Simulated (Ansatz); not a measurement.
AlO (oxoaluminum): the vertical energy of the quartet above the doublet from total energies

The species is AlO (2 atoms), meant as a doublet with charge 0. As SMILES, `[O]=[Al]`. Geometry: a GFN2-xTB relaxation, a rough one for these elements and not checked as a minimum.

```xyz
2

O     0.0000    0.0000    0.0000
Al    0.0000    0.0000    1.5700
```

Both states at this one shape; open shells run unrestricted unless said. 1 Eh = 27.2114 eV.

| level | program | doublet AlO (Eh) | quartet AlO (Eh) |
| --- | --- | --- | --- |
| UHF/6-31G | Ansatz | -316.677315 | -316.590505 |
| U-r2SCAN/6-31G | Ansatz | -317.488807 | -317.337451 |

Question: Work out the vertical gap, second state less first, at each level.

Answer: 
1. UHF/6-31G: -316.590505 − (-316.677315) = 0.086810 Eh = 2.36 eV.
2. U-r2SCAN/6-31G: -317.337451 − (-317.488807) = 0.151356 Eh = 4.12 eV.

No measured value is set beside it here; the levels span 2.36 to 4.12 eV. Hartree–Fock favours the state with fewer electron pairs, since it lacks pair correlation. The first state is spin-contaminated at UHF/6-31G (⟨S²⟩ = 0.91).
